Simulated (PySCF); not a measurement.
Silicon monosulfide, SiS.
Structure used (PBE0-D3(BJ)/def2-TZVP), in Å, numbered top down from 1:
```
atom  x, y, z in Å
Si1   -0.8784   -0.3801    0.0961
S2     0.8959    0.3512   -0.1082
```

Theory: TDDFT CAM-B3LYP/aug-cc-pVTZ, vertical, gas phase, core orbitals frozen in the response (PySCF 2.14.0, density-fitted response routines). Geometry: PBE0-D3(BJ)/def2-TZVP; no solvent, vibrations or thermal averaging.

Excitation energies and transition dipoles (atomic units, axes of the coordinates) of those of the lowest 10 singlets that add 0.02 au or more to the mean polarisability:

```json
{"state": "S4", "ΔE (hartree)": "0.1633", "μx": "0.148", "μy": "-0.259", "μz": "0.355"}
{"state": "S5", "ΔE (hartree)": "0.1633", "μx": "-0.107", "μy": "0.343", "μz": "0.294"}
{"state": "S6", "ΔE (hartree)": "0.2255", "μx": "0.949", "μy": "0.391", "μz": "-0.109"}
{"state": "S7", "ΔE (hartree)": "0.2699", "μx": "-0.289", "μy": "0.584", "μz": "-0.422"}
{"state": "S8", "ΔE (hartree)": "0.2699", "μx": "0.098", "μy": "-0.418", "μz": "-0.646"}
{"state": "S9", "ΔE (hartree)": "0.2794", "μx": "-1.013", "μy": "-0.417", "μz": "0.117"}
{"state": "S10", "ΔE (hartree)": "0.2824", "μx": "-1.454", "μy": "-0.599", "μz": "0.167"}
```

Question: What does each state add to αxx, αyy and αzz, and how do the sums compare with the full static tensor?

Answer: Each state adds 2 μα² / ΔE.

```
        state  αxx (au)  αyy (au)  αzz (au)
           S4      0.27      0.82      1.55
           S5      0.14      1.44      1.06
           S6      7.98      1.36      0.11
           S7      0.62      2.52      1.32
           S8      0.07      1.30      3.09
           S9      7.35      1.25      0.10
          S10     14.98      2.54      0.20
all 10 states      31.4      11.2       7.4
full response      61.7      44.6      41.4
    share (%)        51        25        18
```

The rest comes from the higher roots of the same response equations.

Question: Give the full tensor and its principal values.

Answer: In au, rows and columns x, y, z:
```
x   61.7  8.5 -2.4
y    8.5 44.6 -1.0
z   -2.4 -1.0 41.4
```
Principal values 41.2, 41.2 and 65.5 au; mean 49.3 au (7.30 Å³).

Question: By how much does the contribution of these states grow at 589.3 nm?

Answer: With ω = 0.0773 hartree each state's term in the mean polarisability goes from f / ΔE² to f / (ΔE² − ω²), f = (2/3) ΔE |μ|²; the sum over all 10 states goes from 16.68 to 18.60 au, a rise of 1.91 au.

A one-level model with all 10 active electrons at a single energy would need ΔE = √(N/α) = 12.3 eV to give this α, against S1 at 4.09 eV.

On one thread, Arm Neoverse N1 (aarch64), shared host with 64 logical CPUs at a one-minute load of 56, this took 3.2 s and 0.34 GiB of memory at its peak.
